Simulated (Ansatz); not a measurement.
Gas-phase reaction in SMILES: [CH2-]C=O -> C1[CH-]O1

Wanted: isomerisation energy (electronic), in kcal/mol. Set-up: LANL2DZ all-electron up to Ne; non-relativistic; valence correlation only; six Cartesian d functions in 6-31G* and its kin unless marked 5d; no spin-orbit coupling; 6-311+G** with 5d. CBS(X,Y): correlation extrapolated as X^-3; Hartree-Fock from the larger set. [CCSD(T)-MP2]/basis is that difference in the basis named. First-principles rows: single points at B3LYP-D3(BJ) geometries (Ansatz, a first-principles code). Sets without +, aug- or the D of def2-TZVPD hold no diffuse functions, which anions need.

Coupled cluster (Ansatz) is a level with limits of its own, used here on species with T1 under 0.025 (0.045 for open shells) and stable references: RI-MP2/CBS(aug-cc-pVTZ,aug-cc-pVQZ)+[CCSD(T)-MP2]/aug-cc-pVTZ.

Value to compare with, RI-MP2/CBS(aug-cc-pVTZ,aug-cc-pVQZ)+[CCSD(T)-MP2]/aug-cc-pVTZ (Ansatz): 65.6 kcal/mol.

```json
[
 {"level": "MP2/STO-3G", "program": "Ansatz", "isomerisation energy (electronic) (kcal/mol)": "40.5", "difference": "-25.1"},
 {"level": "MP2/3-21G", "program": "Ansatz", "isomerisation energy (electronic) (kcal/mol)": "73.6", "difference": "8.0"},
 {"level": "MP2/LANL2DZ", "program": "Ansatz", "isomerisation energy (electronic) (kcal/mol)": "77.9", "difference": "12.3"},
 {"level": "MP2/6-31G*", "program": "Ansatz", "isomerisation energy (electronic) (kcal/mol)": "66.3", "difference": "0.7"},
 {"level": "MP2/6-311+G**", "program": "Ansatz", "isomerisation energy (electronic) (kcal/mol)": "67.1", "difference": "1.5"}
]
```

Among the 5 habitual levels, MP2/STO-3G lies farthest from RI-MP2/CBS(aug-cc-pVTZ,aug-cc-pVQZ)+[CCSD(T)-MP2]/aug-cc-pVTZ (Ansatz) (-25.1 kcal/mol) and MP2/6-31G* nearest (0.7); 4 of 5 lie above it, and their mean absolute difference is 9.5 kcal/mol, the median 8.0. One case shows no general order.

The sets are all those run for this method; runs whose electronic state is in doubt are left out.
